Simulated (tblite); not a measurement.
Species: C5H8Cl (doublet state).
Atom-mapped SMILES: `[CH3:1][C@@H:2]1[CH2:3][CH2:4][C:5]1[Cl:6]` (hydrogens: H7, H8, H9 on C1; H10 on C2; H11, H12 on C3; H13, H14 on C4)

Calculated harmonic vibrations of the isolated species, GFN2-xTB (tblite), most abundant isotopes, no scaling. Against measured fundamentals such values can be off by several per cent, at times by over 20. Open shells enter through the occupations alone, without spin polarisation, and single modes of such species can be off by tens of per cent.

Harmonic wavenumbers (cm⁻¹): 74.9, 140.0, 195.8, 262.7, 354.2, 436.7, 508.4, 771.4, 782.5, 912.6, 930.8, 987.7, 1002.3, 1024.4, 1087.6, 1127.7, 1146.0, 1166.1, 1185.5, 1204.1, 1247.5, 1248.7, 1289.2, 1396.7, 1448.8, 1469.6, 1489.8, 1495.7, 2903.4, 2913.7, 2955.1, 3022.4, 3025.6, 3029.9, 3037.6, 3041.2.

A = 4406, B = 2357, C = 1681 MHz; mass 103.031 u (most abundant isotopes); point group C1, symmetry number 1; spin multiplicity 2.

Zero-point energy?

Half the sum of the wavenumbers: 25158 cm⁻¹ = 300.96 kJ/mol.

Entropy at 273.15 K, 1 bar (ideal gas, RRHO, classical rotation)?

Translation 164.84, rotation 113.18, vibration 55.52, spin (R ln 2) 5.76: S = 339.3 J/(mol K).

And Cp and H(273.15 K) − H(0)?

Cp = 98.91 J/(mol K), of which vibrations give 65.65 (their classical limit is 36 R = 299.3); H(273.15 K) − H(0) = 17.59 kJ/mol without the zero-point energy, 8.51 from vibrations.

How do the functions run with temperature in this model?

```csv
T (K),S (J/(mol K)),Cp (J/(mol K)),H − H(0) (kJ/mol),G − H(0) (kJ/mol),ln q(vib)
100,265.6,56.4,4.31,-22.25,0.65
200,311.8,79.3,11.10,-51.26,1.94
300,348.9,106.9,20.36,-84.33,3.30
500,417.5,164.2,47.67,-161.06,6.19
800,508.2,221.4,106.29,-300.30,10.72
1000,560.4,246.1,153.17,-407.27,13.66
```

q(vib) and H(0) count from the zero-point level.

Blend soft modes into free rotors: weight 1/[1 + (100 cm⁻¹/ν̃)⁴] for the oscillator and the rest for a rotor with moment μB/(μ + B), μ = h/(8π²ν), B = 10⁻⁴⁴ kg m². What vibrational entropy results?

52.90 J/(mol K) in place of 55.52, which changes −T·S at 273.15 K by +0.72 kJ/mol.

What must be added to the electronic energy to get the Gibbs energy at 273.15 K and 1 bar?

ZPE + [H(273.15 K) − H(0)] − T·S = 300.96 + 17.59 − 92.68 = 225.87 kJ/mol.

Which modes carry the vibrational entropy at 273.15 K?

74.9 cm⁻¹: 16.10; 140.0 cm⁻¹: 11.03; 195.8 cm⁻¹: 8.42; 262.7 cm⁻¹: 6.25; 354.2 cm⁻¹: 4.24; 436.7 cm⁻¹: 3.01 J/(mol K); the other 30 give 6.47 together.

Hindered rotation and anharmonicity are outside this model. The structure is chiral; the term R ln 2 for an equal mix with its mirror image is left out.

The run took 0.35 s of wall time on an Arm Neoverse V1 with one thread, on a shared host. This covers the Hessian and the dipole derivatives.
